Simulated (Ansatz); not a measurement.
This geometry of AlF2H + H2 (6 atoms, charge 0, multiplicity 1) is a first-order saddle point.

The calculation used RKS CAM-B3LYP-D4/def2-SVP (Ansatz 0.2.0).

```xyz
6
Properties=species:S:1:pos:R:3
Al -0.018 -0.335 -0.087
F 0.047 -0.075 1.807
F 1.451 0.141 -0.693
H -1.354 0.158 -0.728
H 0.047 -1.861 0.627
H 0.074 -1.112 1.611
```

Question: Which two structures does it join? (They come from a converged band through this point; their orientation in space is the band's.)

Answer: Bonds broken: H5–H6. Bonds formed: Al1–H5, F2–H6. AlF2H + H2 becomes AlF2H3.

Initial state:

```xyz
6
Properties=species:S:1:pos:R:3
Al -0.020 0.125 0.138
F 0.022 0.605 1.723
F 1.428 -0.022 -0.647
H -1.362 0.041 -0.645
H 0.161 -2.075 0.642
H 0.020 -1.758 1.326
```

Final state:

```xyz
6
Properties=species:S:1:pos:R:3
Al -0.042 -0.484 -0.221
F 0.002 -0.092 1.773
F 1.433 0.190 -0.617
H -1.337 0.267 -0.699
H 0.008 -2.031 0.156
H 0.185 -0.934 2.145
```

Question: How far does it lie above each of them?

Answer: 1.28 eV above the first and 0.08 eV above the second. This is the barrier of this one path; another mechanism may lie lower. The orbitals stay closed-shell, which can raise the energy where a bond breaks towards radicals; this wasn't checked here.

Run time: 76 s on 1 thread of Arm Neoverse V1, on a shared host, peak memory 0.12 GiB.
